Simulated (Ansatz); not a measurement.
# CH5FSi (SMILES FC[SiH3]): single points off equilibrium

The atoms stand at a structure displaced at random from a GFN2-xTB minimum. How far do the functionals agree with CCSD(T) there?

Computed with Ansatz 0.2.0, Gaussian basis. Level: single points in def2-TZVPP.

Cores are frozen in the correlated methods.

### Step 1. The starting structure

SMILES `FC[SiH3]`, 8 atoms, charge 0, spin multiplicity 1.

Atoms are counted from 1 here; the program's logs count them from 0.

Bond lengths: F1–C2 1.341 Å, C2–Si3 1.862 Å, C2–H4 1.094 Å, C2–H5 1.131 Å, Si3–H6 1.493 Å, Si3–H7 1.439 Å, Si3–H8 1.414 Å. Angles: F1–C2–Si3 109.4°, F1–C2–H4 107.9°, F1–C2–H5 104.1°, Si3–C2–H4 114.8°, Si3–C2–H5 110.4°, H4–C2–H5 109.8°, C2–Si3–H6 104.6°, C2–Si3–H7 111.9°, C2–Si3–H8 108.1°, H6–Si3–H7 109.9°, H6–Si3–H8 112.3°, H7–Si3–H8 110.0°.

Geometry (Å):

| atom | x (Å) | y (Å) | z (Å) |
| --- | --- | --- | --- |
| F1 | -0.6940 | -0.4570 | -1.6625 |
| C2 | -0.5146 | 0.4185 | -0.6625 |
| Si3 | 0.4834 | -0.3841 | 0.6885 |
| H4 | -1.4990 | 0.7805 | -0.3518 |
| H5 | 0.0706 | 1.2614 | -1.1370 |
| H6 | 0.6864 | 0.6957 | 1.6992 |
| H7 | 1.7574 | -0.8523 | 0.2102 |
| H8 | -0.2667 | -1.4667 | 1.2040 |

### Step 2. CCSD(T)/def2-TZVPP

The input, run/in.yaml:

```yaml
crystal:
  periodic: [false, false, false]
  atoms:
    - {symbol: F, position_ang: [-0.694000, -0.457000, -1.662500]}
    - {symbol: C, position_ang: [-0.514600, 0.418500, -0.662500]}
    - {symbol: Si, position_ang: [0.483400, -0.384100, 0.688500]}
    - {symbol: H, position_ang: [-1.499000, 0.780500, -0.351800]}
    - {symbol: H, position_ang: [0.070600, 1.261400, -1.137000]}
    - {symbol: H, position_ang: [0.686400, 0.695700, 1.699200]}
    - {symbol: H, position_ang: [1.757400, -0.852300, 0.210200]}
    - {symbol: H, position_ang: [-0.266700, -1.466700, 1.204000]}
basis:
  gaussian: {orbitals: def2-TZVPP}
correlation: {method: ccsd_t}
output: {forces: true}
```

No record of the launch command was kept for these runs.

### Step 3. PBE0-D4/def2-TZVPP

run/in.yaml: that of step 2 with these lines changed.

```diff
@@ -13,3 +13,3 @@
   gaussian: {orbitals: def2-TZVPP}
-correlation: {method: ccsd_t}
-output: {forces: true}
+hamiltonian: {xc: pbe0, dispersion: d4}
+output: {forces: true, orbitals: {seedname: orbitals}}
```

### Step 4. wB97M-V/def2-TZVPP

run/in.yaml: that of step 3 with these lines changed.

```diff
@@ -13,3 +13,3 @@
   gaussian: {orbitals: def2-TZVPP}
-hamiltonian: {xc: pbe0, dispersion: d4}
-output: {forces: true, orbitals: {seedname: orbitals}}
+hamiltonian: {xc: {name: wB97M-V}}
+output: {forces: true}
```

### Step 5. r2SCAN-D4/def2-TZVPP

run/in.yaml: that of step 4 with these lines changed.

```diff
@@ -13,3 +13,3 @@
   gaussian: {orbitals: def2-TZVPP}
-hamiltonian: {xc: {name: wB97M-V}}
+hamiltonian: {xc: r2scan, dispersion: d4}
 output: {forces: true}
```

### Step 6. PBE-D4/def2-TZVPP

run/in.yaml: that of step 5 with these lines changed.

```diff
@@ -13,3 +13,3 @@
   gaussian: {orbitals: def2-TZVPP}
-hamiltonian: {xc: r2scan, dispersion: d4}
+hamiltonian: {xc: pbe, dispersion: d4}
 output: {forces: true}
```

### Step 7. SPW92/def2-TZVPP

run/in.yaml: that of step 6 with these lines changed.

```diff
@@ -13,3 +13,3 @@
   gaussian: {orbitals: def2-TZVPP}
-hamiltonian: {xc: pbe, dispersion: d4}
+hamiltonian: {xc: lda}
 output: {forces: true}
```

### Step 8. wB97X-V/def2-TZVPP

run/in.yaml: that of step 7 with these lines changed.

```diff
@@ -13,3 +13,3 @@
   gaussian: {orbitals: def2-TZVPP}
-hamiltonian: {xc: lda}
+hamiltonian: {xc: {name: wB97X-V}}
 output: {forces: true}
```

(Steps that only read results are left out.)

What does the calculation give? Wanted: energy less free atoms, CCSD(T)/def2-TZVPP; RMS force component; RMS force error; HOMO and LUMO, PBE0-D4; T1 diagnostic.

As calculated:

```
                                  quantity                                                                                         value
energy less free atoms, CCSD(T)/def2-TZVPP                                                                                -2543.4 kJ/mol
                       RMS force component                                                          0.795 to 0.950 eV/Å over the methods
                           RMS force error  PBE0-D4 0.122, wB97M-V 0.048, r2SCAN-D4 0.060, PBE-D4 0.148, SPW92 0.281, wB97X-V 0.049 eV/Å
                    HOMO and LUMO, PBE0-D4                                                                             -8.52 and 0.48 eV
                             T1 diagnostic                                                                                         0.011
```

**Reading.** Against CCSD(T) the functionals' energies less atoms differ by -399.3 to -42.4 kJ/mol, PBE-D4 by -71.9 kJ/mol. The reference is not at the basis limit: in triple zeta CCSD(T) underbinds, which counts against methods that bind more; the gaps are no ranking. The forces of wB97M-V come nearest to CCSD(T), those of SPW92 are farthest.
